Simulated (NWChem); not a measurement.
The numbers come from NWChem runs, not from measurements. System: B (+1), charge 1, spin multiplicity 1. Level: RHF/cc-pVDZ.

The NWChem input:

```
start mol
memory heap 200 mb stack 900 mb global 1100 mb
charge 1
geometry units angstroms nocenter noautoz
  B      0.000000     0.000000     0.000000
  symmetry group D2h
end
basis spherical
  * library cc-pvdz
end
scf
  rhf
  nopen 0
  maxiter 100
  thresh 1e-7
  semidirect memsize 60000000 filesize 0
end
task scf energy
```

NWChem printed:

```
             Northwest Computational Chemistry Package (NWChem) 7.3.0
             --------------------------------------------------------

                                NWChem Input Module
                                -------------------

 Scaling coordinates for geometry "geometry" by  1.889725989
 (inverse scale =  0.529177249)

                             Geometry "geometry" -> ""
                             -------------------------

 Output coordinates in angstroms (scale by  1.889725989 to convert to a.u.)

  No.       Tag          Charge          X              Y              Z
 ---- ---------------- ---------- -------------- -------------- --------------
    1 B                    5.0000     0.00000000     0.00000000     0.00000000

 Effective nuclear repulsion energy (a.u.)       0.0000000000

            Nuclear Dipole moment (a.u.)
            ----------------------------
        X                 Y               Z
 ---------------- ---------------- ----------------
     0.0000000000     0.0000000000     0.0000000000

      Symmetry information
      --------------------

 Group name             D2h
 Group number             26
 Group order               8
 No. of unique centers     1

      Symmetry unique atoms

     1


 Summary of "ao basis" -> "" (spherical)
 ------------------------------------------------------------------------------
       Tag                 Description            Shells   Functions and Types
 ---------------- ------------------------------  ------  ---------------------
 *                          cc-pvdz                   on all atoms

 Summary of "ao basis" -> "ao basis" (spherical)
 ------------------------------------------------------------------------------
       Tag                 Description            Shells   Functions and Types
 ---------------- ------------------------------  ------  ---------------------
 B                          cc-pvdz                  6       14   3s2p1d

                                 NWChem SCF Module
                                 -----------------

  ao basis        = "ao basis"
  functions       =    14
  atoms           =     1
  closed shells   =     2
  open shells     =     0
  charge          =   1.00
  wavefunction    = RHF
  use symmetry    = T
  symmetry adapt  = T

 Summary of "ao basis" -> "ao basis" (spherical)
 ------------------------------------------------------------------------------
       Tag                 Description            Shells   Functions and Types
 ---------------- ------------------------------  ------  ---------------------
 B                          cc-pvdz                  6       14   3s2p1d

      Symmetry analysis of basis
      --------------------------

        ag          5
        au          0
        b1g         1
        b1u         2
        b2g         1
        b2u         2
        b3g         1
        b3u         2

 Forming initial guess at       0.0s

      Superposition of Atomic Density Guess
      -------------------------------------

 Sum of atomic energies:         -24.53294670

 Renormalizing density from       5.00 to      4

      Non-variational initial energy
      ------------------------------

 Total energy =     -20.768877
 1-e energy   =     -25.901791
 2-e energy   =       5.132914
 HOMO         =      -0.931018
 LUMO         =      -0.445382

      Symmetry analysis of molecular orbitals - initial
      -------------------------------------------------

 !! scf_movecs_sym_adapt:   11 vectors were symmetry contaminated

  Symmetry fudging

 !! scf_movecs_sym_adapt:   11 vectors were symmetry contaminated

  Numbering of irreducible representations:

     1 ag          2 au          3 b1g         4 b1u         5 b2g
     6 b2u         7 b3g         8 b3u

  Orbital symmetries:

     1 ag          2 ag          3 b3u         4 b1u         5 b2u
     6 b3u         7 b1u         8 b2u         9 ag         10 ag
    11 ag         12 b1g

 Starting SCF solution at       0.1s

 ----------------------------------------------
         Quadratically convergent ROHF

 Convergence threshold     :          1.000E-07
 Maximum no. of iterations :          100
 Final Fock-matrix accuracy:          1.000E-09
 ----------------------------------------------

              iter       energy          gnorm     gmax       time
             ----- ------------------- --------- --------- --------
                 1      -24.2330109123  1.57D-01  1.26D-01      0.1
                 2      -24.2345104598  1.93D-02  1.86D-02      0.1
                 3      -24.2345623558  2.13D-05  2.09D-05      0.1
                 4      -24.2345623559  2.53D-11  2.49D-11      0.1

       Final RHF  results
       ------------------

         Total SCF energy =    -24.234562355912
      One-electron energy =    -30.323282848348
      Two-electron energy =      6.088720492436
 Nuclear repulsion energy =      0.000000000000

        Time for solution =      0.0s

       Symmetry analysis of molecular orbitals - final
       -----------------------------------------------

  Numbering of irreducible representations:

     1 ag          2 au          3 b1g         4 b1u         5 b2g
     6 b2u         7 b3g         8 b3u

  Orbital symmetries:

     1 ag          2 ag          3 b3u         4 b2u         5 b1u
     6 b3u         7 b2u         8 b1u         9 ag         10 ag
    11 ag         12 b2g

             Final eigenvalues
             -----------------

              1
    1   -8.1984
    2   -0.8746
    3   -0.2774
    4   -0.2774
    5   -0.2774
    6    0.1576
    7    0.1576
    8    0.1576
    9    0.1767
   10    0.5469
   11    0.5469
   12    0.5469

                       ROHF Final Molecular Orbital Analysis
                       -------------------------------------

 Vector    2  Occ=2.000000D+00  E=-8.745623D-01  Symmetry=ag
              MO Center=  0.0D+00,  0.0D+00,  0.0D+00, r^2= 1.1D+00
   Bfn.  Coefficient  Atom+Function         Bfn.  Coefficient  Atom+Function
  ----- ------------  ---------------      ----- ------------  ---------------
     2      0.650948  1 B  s                  3      0.422614  1 B  s

 Vector    3  Occ=0.000000D+00  E=-2.773923D-01  Symmetry=b3u
              MO Center= -6.3D-50,  9.2D-64,  1.8D-64, r^2= 1.8D+00
   Bfn.  Coefficient  Atom+Function         Bfn.  Coefficient  Atom+Function
  ----- ------------  ---------------      ----- ------------  ---------------
     4      0.617407  1 B  px                 7      0.519915  1 B  px

 Vector    4  Occ=0.000000D+00  E=-2.773923D-01  Symmetry=b2u
              MO Center=  2.8D-64,  8.6D-65, -9.8D-65, r^2= 1.8D+00
   Bfn.  Coefficient  Atom+Function         Bfn.  Coefficient  Atom+Function
  ----- ------------  ---------------      ----- ------------  ---------------
     5      0.617407  1 B  py                 8      0.519915  1 B  py

 Vector    5  Occ=0.000000D+00  E=-2.773923D-01  Symmetry=b1u
              MO Center= -4.7D-65, -1.6D-64,  3.3D-65, r^2= 1.8D+00
   Bfn.  Coefficient  Atom+Function         Bfn.  Coefficient  Atom+Function
  ----- ------------  ---------------      ----- ------------  ---------------
     6      0.617407  1 B  pz                 9      0.519915  1 B  pz

 center of mass
 --------------
 x =   0.00000000 y =   0.00000000 z =   0.00000000

 moments of inertia (a.u.)
 ------------------
           0.000000000000           0.000000000000           0.000000000000
           0.000000000000           0.000000000000           0.000000000000
           0.000000000000           0.000000000000           0.000000000000

  Mulliken analysis of the total density
  --------------------------------------

    Atom       Charge   Shell Charges
 -----------   ------   -------------------------------------------------------
    1 B    5     4.00   2.00  1.23  0.77  0.00  0.00  0.00

       Multipole analysis of the density wrt the origin
       ------------------------------------------------

     L   x y z        total         open         nuclear
     -   - - -        -----         ----         -------
     0   0 0 0      1.000000      0.000000      5.000000

     1   1 0 0      0.000000      0.000000      0.000000
     1   0 1 0      0.000000      0.000000      0.000000
     1   0 0 1      0.000000      0.000000      0.000000

     2   2 0 0     -2.713731      0.000000      0.000000
     2   1 1 0     -0.000000      0.000000      0.000000
     2   1 0 1     -0.000000      0.000000      0.000000
     2   0 2 0     -2.713731      0.000000      0.000000
     2   0 1 1      0.000000      0.000000      0.000000
     2   0 0 2     -2.713731      0.000000      0.000000

 Task  times  cpu:        0.0s     wall:        0.0s

 Total times  cpu:        0.1s     wall:        0.1s
```
